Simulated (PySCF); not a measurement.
Species: C4H5 (doublet state).
Numbering: `[CH2:1][C:2]#[C:3][CH3:4]` (hydrogens: H5, H6 on C1; H7, H8, H9 on C4)

Computed, not measured: UKS B3LYP, pcH-1 on C H, non-relativistic, mean-field spin-orbit, GIAO in PySCF 2.14.0. Isolated species at its GFN2-xTB geometry, gas phase. The geometry wasn't refined by DFT: couplings that depend on bond lengths, twists or pyramidal angles can differ widely from those at the functional's own minimum. The SCF solution wasn't tested for stability.

Q: Break the g tensor into its mass correction, gauge correction and orbital-Zeeman/spin–orbit terms.

A: 
```json
{"Δg (ppm)": "relativistic mass correction", "1": "-140", "2": "-140", "3": "-140"}
{"Δg (ppm)": "gauge correction", "1": "-3", "2": "25", "3": "35"}
{"Δg (ppm)": "orbital Zeeman/spin–orbit", "1": "10", "2": "688", "3": "1004"}
{"Δg (ppm)": "total", "1": "-133", "2": "573", "3": "899"}
```

So g = 2.00219, 2.00289, 2.00322 and g_iso = 2.00277; the tensor is rhombic: the two nearest values differ by 32 % of g3 − g1. Axes: g3 points within 1° of the C2–C3 bond.

Q: Average each term over the three axes. Which is largest in size?

A: The orbital-Zeeman/spin–orbit term 567, the mass correction -140 and the gauge correction 19 ppm, for a total of 446 ppm. The orbital-Zeeman/spin–orbit term is the largest in size. The mass correction is the same along every axis, so the anisotropy comes from the other two: their spans along these axes are 37 (gauge) and 994 ppm (orbital Zeeman/spin–orbit).

Q: What are the electron Larmor frequencies g μB B/h along the three axes at 1200 mT?

A: 33.6277, 33.6396, 33.6450 GHz for g1, g2 and g3, a range of 17.3 MHz.

Q: In a frozen sample, at which fields do the three g values resonate at 9.5, 34, 94 and 263 GHz (hyperfine left aside), and which band first spreads them over more than twice a line width of 0.5 mT?

A: 
```tsv
band	GHz	B(g3) mT	B(g2) mT	B(g1) mT	spread mT
X	9.5	338.83	338.89	339.01	0.17
Q	34.0	1212.66	1212.86	1213.29	0.62
W	94.0	3352.65	3353.19	3354.38	1.73
J	263.0	9380.28	9381.81	9385.12	4.83
```

The spread grows in proportion to the frequency. W band is the first where it exceeds 1.0 mT.

Largest spin populations (Mulliken): C1 (+0.79), C3 (+0.53) and C2 (-0.26). The angles at C1 add up to 360.0°, so it is planar; its axial dipolar tensor and the negative couplings of its protons fit spin in a p orbital normal to that plane.

The HOMO–LUMO gaps are 6.45 eV among the α and 4.81 eV among the β orbitals.
